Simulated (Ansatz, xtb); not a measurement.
# Two isomers of C3H4F2O

We compare I, `FC1(F)CCO1`, a singlet, with II, `F[C@@H]1C[C@H](F)O1`, a singlet. Both are isolated molecules in the gas phase, relaxed with B3LYP/def2-SVP.

Quicker runs give these differences E(II) − E(I): GFN2-xTB +5.2 kcal/mol; HF/STO-3G +6.9 kcal/mol (at GFN2-xTB geometries); r2SCAN-D4/def2-SVP +6.7 kcal/mol (at GFN2-xTB geometries).

Estimate E(II) − E(I) at the level CCSD(T)/def2-SVP + ΔMP2/def2-TZVPP.

Calculated at CCSD(T)/def2-SVP + ΔMP2/def2-TZVPP: E(II) − E(I) = +4.9 kcal/mol, so structure I lies lower.

The same difference at several levels:

```json
{"level": "GFN2-xTB", "geometry": "GFN2-xTB", "E(II) − E(I) (kcal/mol)": "+5.2", "departure from the last row (kcal/mol)": "+0.3", "job, with rough time for the two": "optimisation, 0.26 s"}
{"level": "HF/STO-3G", "geometry": "GFN2-xTB", "E(II) − E(I) (kcal/mol)": "+6.9", "departure from the last row (kcal/mol)": "+2.0", "job, with rough time for the two": "single point, 0.93 s"}
{"level": "r2SCAN-D4/def2-SVP", "geometry": "GFN2-xTB", "E(II) − E(I) (kcal/mol)": "+6.7", "departure from the last row (kcal/mol)": "+1.8", "job, with rough time for the two": "single point, 5.2 s"}
{"level": "B3LYP/def2-SVP", "geometry": "B3LYP/def2-SVP", "E(II) − E(I) (kcal/mol)": "+6.0", "departure from the last row (kcal/mol)": "+1.1", "job, with rough time for the two": "optimisation, 63 s"}
{"level": "HF/def2-SVP", "geometry": "B3LYP/def2-SVP", "E(II) − E(I) (kcal/mol)": "+6.7", "departure from the last row (kcal/mol)": "+1.9", "job, with rough time for the two": "part of the CCSD(T) run"}
{"level": "MP2/def2-SVP", "geometry": "B3LYP/def2-SVP", "E(II) − E(I) (kcal/mol)": "+7.2", "departure from the last row (kcal/mol)": "+2.3", "job, with rough time for the two": "part of the CCSD(T) run"}
{"level": "CCSD(T)/def2-SVP", "geometry": "B3LYP/def2-SVP", "E(II) − E(I) (kcal/mol)": "+6.9", "departure from the last row (kcal/mol)": "+2.0", "job, with rough time for the two": "single point"}
{"level": "CCSD(T)/def2-SVP + ΔMP2/def2-TZVPP", "geometry": "B3LYP/def2-SVP", "E(II) − E(I) (kcal/mol)": "+4.9", "departure from the last row (kcal/mol)": "", "job, with rough time for the two": "single point, 51 s"}
```

As drawn, both hold the same kinds of bond in the same numbers.

None of the levels shown reverses the order. The largest departure from CCSD(T)/def2-SVP + ΔMP2/def2-TZVPP is that of MP2/def2-SVP, 2.3 kcal/mol. The last row adds to CCSD(T) the change of the MP2 difference between the two basis sets, here −2.0 kcal/mol.

With harmonic frequencies from B3LYP/def2-SVP (ideal gas, rigid rotor, one conformer each, 298.15 K, 1 atm): on the last row, ΔE + ΔZPE = +5.2, ΔH = +5.2, ΔG = +5.1 kcal/mol.

The correlated steps freeze 6 core orbitals. Mirror images aren't counted in ΔG. Codes used: Ansatz 0.2.0, xtb 6.7.1; the last row on 2 threads of Intel(R) Xeon(R) Processor @ 2.50GHz (Skylake/Cascade Lake) on a shared host.
